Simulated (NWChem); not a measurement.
## Spin states of CN

```xyz
2

C      0.0000     0.0000     0.6303
N      0.0000     0.0000    -0.5403
```
Charge 0, spin multiplicity 2.

Program: NWChem. All single points use one geometry, from UB3LYP/def2-SVP, a minimum by its harmonic frequencies.

Basis set: def2-TZVP. The gap is E(quartet) − E(doublet) at the geometry of the doublet, so a negative value puts the higher spin lower. Open shells are unrestricted. The quartet is the single determinant that the SCF runs reached, with unpaired electrons in orbitals of symmetry a1 and b1 and b1 (C2v labels); it need not be the lowest quartet, which in molecules with degenerate π orbitals can need several determinants.

B3LYP has NWChem's definition, with VWN1-RPA local correlation. The structure started from a generated list of species. The unpaired electrons of the parent sit in orbitals of symmetry a1 (C2v labels of the run); other states weren't searched. No SCF solution was tested for a lower state.

### Question
One of these methods gave a vertical doublet-quartet gap of 144.2 kcal/mol. Which?
(A) PBE
(B) PBE0
(C) B3LYP

### Answer
C, B3LYP. The others give 139.7 (PBE0), 148.4 (PBE).
